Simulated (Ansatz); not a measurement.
Relaxing Sr2NbH4

All numbers below come from DFT PBE, scalar-relativistic, plane waves, PAW (Ansatz 0.2.0). Cutoff 420 eV, Γ-centred k mesh, Gaussian smearing, no spin polarisation in the final step.

This is the end of a relaxation of cell and atoms.

```
Sr Nb H
1.0
    -2.87807    2.87807    3.74847
     2.87807   -2.87807    3.74847
     2.87807    2.87807   -3.74847
Sr Nb H
2 1 4
Direct
  0.75000 0.25000 0.50000
  0.25000 0.75000 0.50000
  0.00000 0.00000 0.00000
  0.23830 0.23830 0.47661
  0.23830 0.76170 0.00000
  0.76170 0.76170 0.52339
  0.76170 0.23830 0.00000
```

The zero of energy is the elements' standard structures at the same level (H₂ as a molecule); no fitted shifts are applied.

(1) What space group does it have?

(2) How far does it lie from the elements in energy?

(3) Is it a metal?

Results:

(1) I4/mmm (No. 139). Conventional cell: a = 5.756 Å, c = 7.497 Å. Sr has 8 H at 2.77 Å; around Nb lie 4 H at 1.94 Å; around H lie 1 Nb at 1.94 Å.

(2) 0.05 eV/atom.

(3) Yes, bands cross the Fermi level on the 10×10×10 mesh.

The final run used a 10×10×10 mesh on its 7-atom cell and 0.10 eV smearing. For metals, differences of a few meV/atom aren't resolved. The cell came from a trial start, so Sr2NbH4 may not exist in this structure.

Cost: 3 runs of about 2.1 core-minutes in all, on Arm Neoverse V1 (shared hosts).